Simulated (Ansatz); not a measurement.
One elementary step

Start structure (BH3ClF, singlet), relaxed at PBE0-D4/def2-TZVP:

| atom | x (Å) | y (Å) | z (Å) |
| --- | --- | --- | --- |
| B1 | 0.1520 | 0.0566 | -0.7939 |
| Cl2 | 0.9971 | -1.4020 | -0.2873 |
| H3 | 0.7727 | 1.0689 | -0.8173 |
| H4 | -0.9463 | -0.0696 | -1.2277 |
| H5 | -0.2904 | -0.1962 | 1.7602 |
| F6 | -0.6852 | 0.5420 | 1.3660 |

The step: BH₂Cl ([BH2][Cl]) + HF → BH₂F ([BH2][F]) + HCl; bonds formed: B1–F6, Cl2–H5; bonds broken: B1–Cl2, H5–F6. Program: Ansatz 0.2.0. Basis: def2-TZVPP and def2-QZVPP. Cores are frozen in the correlated methods. Extrapolation: Hartree–Fock as exp(−7.88 √X), correlation as X^−2.97. Energies below are by CCSD(T) at an estimated basis limit (MP2 extrapolated from triple and quadruple zeta, plus CCSD(T) − MP2 in triple zeta).

What are the electronic barrier and the energy of the step, from the start structure to the end structure? (An estimate is asked for; the value comes from the calculation.)

Computed: Barrier 13.18 kcal/mol; step energy -10.12 kcal/mol (downhill); reverse barrier, their difference, 23.30 kcal/mol. Barrier and step energy count from the start structure, the reverse barrier from the end structure.

The saddle point: One imaginary mode of 879i cm⁻¹.
```json
{"pair": "B1–F6", "start (Å)": "2.37", "saddle (Å)": "1.53", "end (Å)": "1.33"}
{"pair": "Cl2–H5", "start (Å)": "2.70", "saddle (Å)": "1.53", "end (Å)": "1.28"}
{"pair": "B1–Cl2", "start (Å)": "1.76", "saddle (Å)": "2.02", "end (Å)": "2.97"}
{"pair": "H5–F6", "start (Å)": "0.93", "saddle (Å)": "1.19", "end (Å)": "2.81"}
```

Zero-point energy (harmonic, PBE0-D4): ZPE is 20.72 kcal/mol at the start and 19.46 kcal/mol at the saddle, so the barrier goes from 13.18 to 11.92 kcal/mol.

T1 diagnostic: at most 0.012.

Labels in which every atom is bracketed show which atoms are joined, not bond orders.

For scale, one of the runs: CCSD(T)/def2-TZVPP, 146 basis functions, launched by `ansatz run in.yaml --threads 2 --pin off --events-out ev --progress --plain --max-ram 4352MiB`. Time: 6.5 s of wall clock on 2 CPU threads of an Arm Neoverse V2; the host was shared. Peak host memory: 0.68 GiB.
